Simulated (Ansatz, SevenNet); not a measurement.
Zinc-blende InAs: properties by level of theory

Reference values: lattice constant a 6.047 Å (measured, static lattice: zero-point anharmonic expansion removed; as tabulated in Mejia-Rodriguez and Trickey (2018), arXiv:1807.09216); bulk modulus 58.6 GPa (measured, 0 K value with the zero-point phonon effect removed; as tabulated in Mejia-Rodriguez and Trickey (2018), arXiv:1807.09216).

```tsv
level (code)	lattice parameter a (Å)	bulk modulus B0 (GPa)
SevenNet-l3i5	6.192	49.1
PBE-D3(BJ) (Ansatz)	6.111	53.9
r²SCAN+SOC (Ansatz)	6.108	57.3
B3LYP (VWN-RPA form) (Ansatz)	6.207	48.5
```

Differences from the reference values (errors of the level alone only where the reference is corrected to a static lattice):

```
level                 lattice constant a (%)  bulk modulus (%)
--------------------  ----------------------  ----------------
SevenNet-l3i5                          +2.40             -16.2
PBE-D3(BJ)                             +1.06              -8.0
r²SCAN+SOC                             +1.01              -2.2
B3LYP (VWN-RPA form)                   +2.65             -17.2
```

Nearest: lattice constant a, r²SCAN+SOC or PBE-D3(BJ); bulk modulus, not ranked (one source).

Machine-learned potentials (SevenNet-l3i5) are trained on DFT data: a solid inside that data is no test of them.

Ansatz's density-functional and Hartree–Fock values are scalar-relativistic unless marked +SOC, with PAW data made under PBE.

Differences are worked out from the printed values.

Ansatz is a program for electronic structure.
